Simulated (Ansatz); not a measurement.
Compare A (`CC1(Cl)CO1`) with its isomer B (`C=C(O)CCl`).

Program: Ansatz. Geometries: PBE0-D4/def2-TZVP. ΔE: electronic, gas phase. CCSD(T)/CBS is the MP2 limit (def2-TZVPP, def2-QZVPP) plus CCSD(T) − MP2 in def2-TZVPP, frozen cores. Functionals use def2-TZVPP. B3LYP here is the variant with VWN-RPA as its local correlation; programs differ in this. Each species was taken in one conformer, which may not be the lowest.

(1) Which is lower in electronic energy at CCSD(T)/CBS, and by how much? (An estimate is asked.)

(2) Give E(B) − E(A) in kJ/mol with CCSD(T)/def2-TZVPP, CCSD(T)/def2-SVP, B2PLYP, BLYP-D4, HF/def2-TZVPP, B3LYP-D4, CCSD/def2-TZVPP. (Best estimate.)

(3) Does the order hold for the free energy at 298.15 K (harmonic terms from PBE0-D4)? (An estimate is asked.)

Largest T1 diagnostic: 0.011.

Answers

(1) Ansatz gave: B, by 50.1 kJ/mol.

(2) Computed: CCSD(T)/def2-TZVPP -47.8, CCSD(T)/def2-SVP -38.6, B2PLYP -51.6, BLYP-D4 -57.0, HF/def2-TZVPP -63.4, B3LYP-D4 -55.8, CCSD/def2-TZVPP -49.1. None reverses the order clearly.

(3) Ansatz gave: Yes: G(B) − G(A) = -51.9 kJ/mol, for one conformer each.

At CCSD(T), def2-SVP lies +11.4 kJ/mol from the extrapolated value and def2-TZVPP +2.3 kJ/mol. Leaving LDA and LC-ωPBE aside and taking each functional with its dispersion term where it has one, the values, not all of them listed here, spread over 22.7 kJ/mol, from BLYP-D4 to ωB97X-V. LDA lies +3.4 kJ/mol from PBE without D4.
